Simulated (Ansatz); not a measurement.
Input file:

```yaml
crystal:
  periodic: [false, false, false]
  atoms:
    - {symbol: O, position_ang: [-1.028173, -0.231644, 0.000000]}
    - {symbol: H, position_ang: [-1.277482, 0.694932, 0.000000]}
    - {symbol: H, position_ang: [0.317827, -0.231644, 0.000000]}
    - {symbol: S, position_ang: [1.987827, -0.231644, 0.000000]}
basis:
  gaussian: {orbitals: cc-pVDZ}
magnetization: {spin_polarized: true, initial_magnetization: 2}
hamiltonian: {xc: {name: B2PLYP}}
correlation: {electrons: outside_noble_gas}
```

```sh
$ ansatz run in.yaml --threads 1 --pin off --events-out ev --progress --plain --max-ram 2393MiB
```

Log:

```
409 factors; integrals over basis functions are off by at most 1.8e-3 eV
mean field evaluation 1: about -12897.4007 eV, gradient 3.5e1 eV
mean field evaluation 2: about -12897.4136 eV, gradient 3.5e1 eV
mean field evaluation 4: about -12901.2399 eV, gradient 1.4e1 eV
mean field evaluation 8: about -12902.5500 eV, gradient 3.6e-1 eV
mean field evaluation 16: about -12902.5464 eV, gradient 2.4e-1 eV
mean field evaluation 32: about -12903.0261 eV, gradient 3.6e-2 eV
mean field evaluation 64: about -12901.6007 eV, gradient 1.1e1 eV
mean field evaluation 96: about -12903.0047 eV, gradient 1.1e-4 eV
mean field -12903.02756567 eV, -474.1775170520 hartree, gradient 2.7e-6 eV, S^2 2.047892; 9 other end points of the search recorded, 0 dependent functions left out
6 core orbitals not correlated: weight in the atoms' cores, before any rotation towards them, 1.000 or more for the frozen orbitals, at most 0.000 for the correlated occupied ones
reference -12903.02767088 eV, -474.1775209187 hartree; 8, 6 occupied and 28, 30 virtual orbitals, 409 factors
second order -9.77564750 eV of doubles, -0.00000000 eV of singles
Total energy: -12905.66709571 eV, -474.2745179920 hartree
```

Ran on 1 thread of Arm Neoverse V2, shared host: 6.5 s wall, 0.1 GiB peak host memory.
